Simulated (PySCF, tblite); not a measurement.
# ammonium (NH4+): isotopologues and vibrational averages

Aim: rotational constants, zero-point energies and shieldings of isotopologues of ammonium (NH4+) (`[NH4+]`).

Programs: PySCF 2.14.0 with density-fitted response routines of our own, and tblite 0.8.0. All values are computed, except where a source is named. Atoms count from 0 throughout.

## 1. The molecule as given

5 atoms, charge 1, multiplicity 1; geometry from: force field or distance geometry start.

Bonds of the start (Å): N0–H1 1.06, N0–H2 1.03, N0–H3 1.02, N0–H4 1.00.

## 2. GFN2-xTB relaxation, lowest of a short conformer search

Job settings and geometry (Å):

```
{"job": {"xc": "GFN2-xTB", "basis": "xTB", "kind": "relax"}, "charge": 1, "multiplicity": 1}
N      0.025600    -0.021500     0.002300
H     -0.651400    -0.713400    -0.429000
H     -0.290700     0.909500    -0.305800
H      0.001400    -0.011400     1.021900
H      0.949700    -0.151800    -0.358200
```

The run is started by

```bash
OMP_NUM_THREADS=1 python ens_run.py task.json out
```

The driver reads the study from task.json and runs its stages one after another.

What it wrote:

```text
step      E/eV     max force
  0    -122.25244    1.909
  1    -122.29058    0.565
  2    -122.29818    0.298
  3    -122.30959    0.268
  4    -122.31151    0.132
  5    -122.31176    0.026
  6    -122.31178    0.018
  7    -122.31180    0.015
  8    -122.31182    0.015
  9    -122.31183    0.007
 10    -122.31183    0.002
```

Wall time 0.03 s (1 thread of Intel Xeon 6975P-C, shared host).

Relaxing gained 0.059 eV and moved the atoms by 0.03 Å on average (rms).

## 3. Tight optimisation and Hessian

Job settings and geometry (Å):

```
{"job": {"xc": "B3LYP", "basis": "pcSseg-2", "grid": 2, "temperatures": [100, 1000], "kind": "geom"}, "charge": 1, "multiplicity": 1}
N      0.006882     0.002271    -0.013752
H     -0.629271    -0.711481    -0.395638
H     -0.302152     0.935856    -0.318498
H     -0.003342    -0.043869     1.014701
H      0.962371    -0.171367    -0.355553
```

What it wrote:

```text
step   0  E = -1549.0719502 eV  max force = 0.24576
step   1  E = -1549.0749030 eV  max force = 0.00401
step   2  E = -1549.0749038 eV  max force = 0.00024
step   3  E = -1549.0749038 eV  max force = 0.00024
harmonic wavenumbers (cm-1): 1484.8 1484.8 1485.0 1722.8 1723.0 3367.3 3470.4 3470.5 3470.6
```

Wall time 31 s (1 thread of Intel Xeon 6975P-C, shared host); peak memory 0.36 GiB.

## 4. Displacements along the modes, parent

Job settings and geometry (Å):

```
{"job": {"xc": "B3LYP", "basis": "pcSseg-2", "grid": 2, "temperatures": [100, 1000], "kind": "vib", "mass_numbers": [14, 1, 1, 1, 1]}, "charge": 1, "multiplicity": 1}
N      0.006892     0.002286    -0.013747
H     -0.625565    -0.707324    -0.393433
H     -0.300397     0.930444    -0.316731
H     -0.003286    -0.043598     1.008749
H      0.956845    -0.170398    -0.353580
```

What it wrote:

```text
mode    cm-1    km/mol   phi_rrr   E(+)/cm-1  E(-)/cm-1
  1   1484.78   146.71      65.5     269.83     265.12
  2   1484.85   146.74     -81.0     264.60     270.43
  3   1484.98   146.65     -35.3     266.22     268.74
  4   1722.85     0.00      38.4     311.33     308.57
  5   1722.97     0.00      89.2     313.24     306.67
  6   3367.32     0.00   -1040.9     570.26     644.98
  7   3470.40   180.10      34.4     629.51     627.06
  8   3470.48   180.05    -465.0     610.72     644.09
  9   3470.64   180.12   -1127.0     588.28     669.12
```

Wall time 25 s (1 thread of Intel Xeon 6975P-C, shared host); peak memory 0.36 GiB.

## 5. Displacements along the modes, 2H at atom 1

Job settings and geometry (Å):

```
{"job": {"xc": "B3LYP", "basis": "pcSseg-2", "grid": 2, "temperatures": [100, 1000], "kind": "vib", "mass_numbers": [14, 2, 1, 1, 1]}, "charge": 1, "multiplicity": 1}
N      0.006892     0.002286    -0.013747
H     -0.625565    -0.707324    -0.393433
H     -0.300397     0.930444    -0.316731
H     -0.003286    -0.043598     1.008749
H      0.956845    -0.170398    -0.353580
```

What it wrote:

```text
mode    cm-1    km/mol   phi_rrr   E(+)/cm-1  E(-)/cm-1
  1   1306.46    83.46      12.6     235.66     234.83
  2   1306.66    83.47     -49.8     233.51     237.03
  3   1478.84   143.66     183.4     273.14     259.88
  4   1656.47    28.64     -85.6     294.98     301.04
  5   1656.50    28.63      48.1     299.82     296.23
  6   2510.91    63.00   -1385.2     406.02     505.36
  7   3396.66    52.87   -1216.9     569.79     657.16
  8   3470.36   181.43     534.9     647.45     609.10
  9   3470.55   181.44     778.2     656.19     600.37
```

It took 25 s on 1 thread of Intel Xeon 6975P-C, shared host; peak memory 0.36 GiB.

## 6. Displacements along the modes, 15N at atom 0

Job settings and geometry (Å):

```
{"job": {"xc": "B3LYP", "basis": "pcSseg-2", "grid": 2, "temperatures": [100, 1000], "kind": "vib", "mass_numbers": [15, 1, 1, 1, 1]}, "charge": 1, "multiplicity": 1}
N      0.006892     0.002286    -0.013747
H     -0.625565    -0.707324    -0.393433
H     -0.300397     0.930444    -0.316731
H     -0.003286    -0.043598     1.008749
H      0.956845    -0.170398    -0.353580
```

What it wrote:

```text
mode    cm-1    km/mol   phi_rrr   E(+)/cm-1  E(-)/cm-1
  1   1477.81   149.82      66.0     268.59     263.84
  2   1477.87   149.85     -81.5     263.32     269.19
  3   1478.00   149.76     -35.2     264.96     267.48
  4   1722.85     0.00      38.4     311.33     308.57
  5   1722.97     0.00      89.2     313.24     306.67
  6   3367.32     0.00   -1040.9     570.26     644.98
  7   3460.79   179.58      21.0     627.28     625.79
  8   3460.86   179.53    -459.0     609.18     642.12
  9   3461.03   179.60   -1116.5     586.90     666.99
```

Run time: 26 s. Hardware: 1 thread of Intel Xeon 6975P-C, shared host; peak memory 0.36 GiB.

## 7. Displacements along the modes, 2H at atom 1, 2H at atom 2, 2H at atom 3, 2H at atom 4

Job settings and geometry (Å):

```
{"job": {"xc": "B3LYP", "basis": "pcSseg-2", "grid": 2, "temperatures": [100, 1000], "kind": "vib", "mass_numbers": [14, 2, 2, 2, 2]}, "charge": 1, "multiplicity": 1}
N      0.006892     0.002286    -0.013747
H     -0.625565    -0.707324    -0.393433
H     -0.300397     0.930444    -0.316731
H     -0.003286    -0.043598     1.008749
H      0.956845    -0.170398    -0.353580
```

What it wrote:

```text
mode    cm-1    km/mol   phi_rrr   E(+)/cm-1  E(-)/cm-1
  1   1114.80    54.66      33.3     201.98     199.59
  2   1114.85    54.66     -43.0     199.27     202.36
  3   1114.94    54.64     -20.7     200.06     201.53
  4   1218.70     0.00      22.8     220.11     218.47
  5   1218.79     0.00      53.0     221.27     217.32
  6   2381.97     0.00    -618.8     407.29     451.69
  7   2557.98    93.48     176.0     468.66     456.04
  8   2558.02    93.46    -300.7     451.17     472.77
  9   2558.16    93.48    -755.2     435.51     489.74
```

It took 25 s on 1 thread of Intel Xeon 6975P-C, shared host; peak memory 0.36 GiB.

## 8. Displacements along the modes, 2H at atom 1, 2H at atom 2

Job settings and geometry (Å):

```
{"job": {"xc": "B3LYP", "basis": "pcSseg-2", "grid": 2, "temperatures": [100, 1000], "kind": "vib", "mass_numbers": [14, 2, 2, 1, 1]}, "charge": 1, "multiplicity": 1}
N      0.006892     0.002286    -0.013747
H     -0.625565    -0.707324    -0.393433
H     -0.300397     0.930444    -0.316731
H     -0.003286    -0.043598     1.008749
H      0.956845    -0.170398    -0.353580
```

What it wrote:

```text
mode    cm-1    km/mol   phi_rrr   E(+)/cm-1  E(-)/cm-1
  1   1154.91    43.36     -61.3     205.74     210.13
  2   1225.55    77.32      -0.3     220.64     220.72
  3   1395.47   120.19      -0.1     251.80     251.75
  4   1492.31     0.00       0.1     268.51     268.75
  5   1617.52    56.97    -118.5     286.81     295.32
  6   2466.20    37.60     926.7     478.87     412.35
  7   2557.99    94.07       0.2     462.40     462.39
  8   3423.29   100.32    1528.4     674.32     564.61
  9   3470.43   182.79      -6.3     628.03     628.48
```

Run time: 26 s. Hardware: 1 thread of Intel Xeon 6975P-C, shared host; peak memory 0.36 GiB.

## 9. Displacements along the modes, 2H at atom 1, 2H at atom 2, 2H at atom 3

Job settings and geometry (Å):

```
{"job": {"xc": "B3LYP", "basis": "pcSseg-2", "grid": 2, "temperatures": [100, 1000], "kind": "vib", "mass_numbers": [14, 2, 2, 2, 1]}, "charge": 1, "multiplicity": 1}
N      0.006892     0.002286    -0.013747
H     -0.625565    -0.707324    -0.393433
H     -0.300397     0.930444    -0.316731
H     -0.003286    -0.043598     1.008749
H      0.956845    -0.170398    -0.353580
```

What it wrote:

```text
mode    cm-1    km/mol   phi_rrr   E(+)/cm-1  E(-)/cm-1
  1   1122.85    55.22    -114.3     198.19     206.43
  2   1158.11    42.62     -41.4     207.03     210.01
  3   1158.27    42.63     -71.3     205.94     211.11
  4   1452.43    45.09      25.7     262.81     260.73
  5   1452.53    45.11      34.8     262.98     260.58
  6   2423.38    16.87     729.9     463.44     411.05
  7   2557.99    93.78      96.9     465.88     458.91
  8   2558.13    93.78    -600.4     440.82     483.94
  9   3447.61   144.18    2240.0     707.82     547.30
```

Run time: 27 s. Hardware: 1 thread of Intel Xeon 6975P-C, shared host; peak memory 0.36 GiB.

## 10. Displacements along the modes, 15N at atom 0, 2H at atom 1

Job settings and geometry (Å):

```
{"job": {"xc": "B3LYP", "basis": "pcSseg-2", "grid": 2, "temperatures": [100, 1000], "kind": "vib", "mass_numbers": [15, 2, 1, 1, 1]}, "charge": 1, "multiplicity": 1}
N      0.006892     0.002286    -0.013747
H     -0.625565    -0.707324    -0.393433
H     -0.300397     0.930444    -0.316731
H     -0.003286    -0.043598     1.008749
H      0.956845    -0.170398    -0.353580
```

What it wrote:

```text
mode    cm-1    km/mol   phi_rrr   E(+)/cm-1  E(-)/cm-1
  1   1299.68    86.45      12.6     234.44     233.61
  2   1299.88    86.47     -51.0     232.25     235.85
  3   1472.84   146.91     184.2     272.08     258.76
  4   1655.59    28.42     -81.3     294.97     300.73
  5   1655.63    28.40      54.6     299.90     295.84
  6   2501.09    62.93   -1378.8     404.46     503.34
  7   3393.66    51.99   -1217.2     569.24     656.63
  8   3460.73   181.03     539.0     645.84     607.20
  9   3460.91   181.04     768.9     654.10     598.95
```

Run time: 27 s. Hardware: 1 thread of Intel Xeon 6975P-C, shared host; peak memory 0.36 GiB.

## 11. Vibrational averages by isotopologue

Job settings and geometry (Å):

```
{"job": {"xc": "B3LYP", "basis": "pcSseg-2", "grid": 2, "temperatures": [100, 1000], "kind": "iso"}, "charge": 1, "multiplicity": 1}
N      0.006892     0.002286    -0.013747
H     -0.625565    -0.707324    -0.393433
H     -0.300397     0.930444    -0.316731
H     -0.003286    -0.043598     1.008749
H      0.956845    -0.170398    -0.353580
```

What it wrote:

```text
parent
  Be/MHz 179484.146 179482.795 179480.976
  B0/MHz 176545.157 176543.461 176544.853
  ZPE/cm-1 10839.6
  <sigma>(0 K)/ppm 227.783 26.009 26.009 26.008 26.009
2H at atom 1
  Be/MHz 179482.763 132495.787 132494.328
  B0/MHz 176852.822 130521.126 130519.512
  ZPE/cm-1 10126.7
  <sigma>(0 K)/ppm 228.064 26.160 26.010 26.010 26.011
15N at atom 0
  Be/MHz 179484.146 179482.795 179480.976
  B0/MHz 176552.047 176550.343 176551.729
  ZPE/cm-1 10814.7
  <sigma>(0 K)/ppm 227.785 26.011 26.011 26.009 26.010
2H at atom 1, 2H at atom 2, 2H at atom 3, 2H at atom 4
  Be/MHz 89811.06 89810.384 89809.473
  B0/MHz 88738.362 88737.569 88737.917
  ZPE/cm-1 7919.1
  <sigma>(0 K)/ppm 228.890 26.172 26.172 26.171 26.172
2H at atom 1, 2H at atom 2
  Be/MHz 146570.075 119716.371 104120.851
  B0/MHz 144611.459 118161.269 102633.84
  ZPE/cm-1 9401.8
  <sigma>(0 K)/ppm 228.343 26.165 26.165 26.011 26.011
2H at atom 1, 2H at atom 2, 2H at atom 3
  Be/MHz 111748.69 111747.154 89809.903
  B0/MHz 110365.432 110364.934 88625.238
  ZPE/cm-1 8665.6
  <sigma>(0 K)/ppm 228.609 26.169 26.169 26.168 26.009
15N at atom 0, 2H at atom 1
  Be/MHz 179482.763 132399.553 132398.096
  B0/MHz 176862.059 130432.274 130430.711
  ZPE/cm-1 10100.0
  <sigma>(0 K)/ppm 228.067 26.161 26.012 26.011 26.012
```

Wall time 3.6 min (1 thread of Intel Xeon 6975P-C, shared host); peak memory 0.36 GiB. This counts the whole study up to here.

Rotational constants (MHz) at equilibrium and in the ground state:

```csv
isotopologue,Be,B0,zero-point change (cm⁻¹)
parent,"179484.1, 179482.8, 179481.0","176545.2, 176543.5, 176544.9",0.0
2H at atom 1,"179482.8, 132495.8, 132494.3","176852.8, 130521.1, 130519.5",-712.9
15N at atom 0,"179484.1, 179482.8, 179481.0","176552.0, 176550.3, 176551.7",-24.9
"2H at atom 1, 2H at atom 2, 2H at atom 3, 2H at atom 4","89811.1, 89810.4, 89809.5","88738.4, 88737.6, 88737.9",-2920.5
"2H at atom 1, 2H at atom 2","146570.1, 119716.4, 104120.9","144611.5, 118161.3, 102633.8",-1437.8
"2H at atom 1, 2H at atom 2, 2H at atom 3","111748.7, 111747.2, 89809.9","110365.4, 110364.9, 88625.2",-2174.0
"15N at atom 0, 2H at atom 1","179482.8, 132399.6, 132398.1","176862.1, 130432.3, 130430.7",-739.6
```

Shieldings of the first species (ppm): at equilibrium, the vibrational parts at 0 K, and the averages:

```csv
atom,equilibrium,anharmonic,harmonic,0 K,100 K,1000 K
N0,231.64,-4.21,0.35,227.78,227.74,227.89
H1,26.61,-0.51,-0.09,26.01,26.00,25.91
H2,26.61,-0.51,-0.09,26.01,26.00,25.91
H3,26.61,-0.51,-0.09,26.01,26.00,25.91
H4,26.61,-0.51,-0.09,26.01,26.00,25.91
```

Isotope effects on the shieldings at 0 K (ppb; positive means more shielded):

| atom | 2H at atom 1 | 15N at atom 0 | 2H at atom 1, 2H at atom 2, 2H at atom 3, 2H at atom 4 | 2H at atom 1, 2H at atom 2 | 2H at atom 1, 2H at atom 2, 2H at atom 3 | 15N at atom 0, 2H at atom 1 |
| --- | --- | --- | --- | --- | --- | --- |
| N0 | 281 | 2 | 1107 | 560 | 826 | 284 |
| H1 | 150 | 1 | 163 | 156 | 160 | 152 |
| H2 | 1 | 1 | 163 | 156 | 160 | 2 |
| H3 | 2 | 1 | 163 | 4 | 161 | 4 |
| H4 | 2 | 1 | 163 | 2 | 0 | 4 |

## 12. Results

```
                  quantity                             value
               point group                                Td
   B0 of the first species  176545.2, 176543.5, 176544.9 MHz
         zero-point energy                        10840 cm⁻¹
zero-point change of σ(N0)                         -3.85 ppm
```

What this shows: Zero-point motion changes the shielding of N0 most, by -3.85 ppm. The largest secondary isotope effect is 1107 ppb on N0, 1 bond from the change (2H at atom 1, 2H at atom 2, 2H at atom 3, 2H at atom 4).
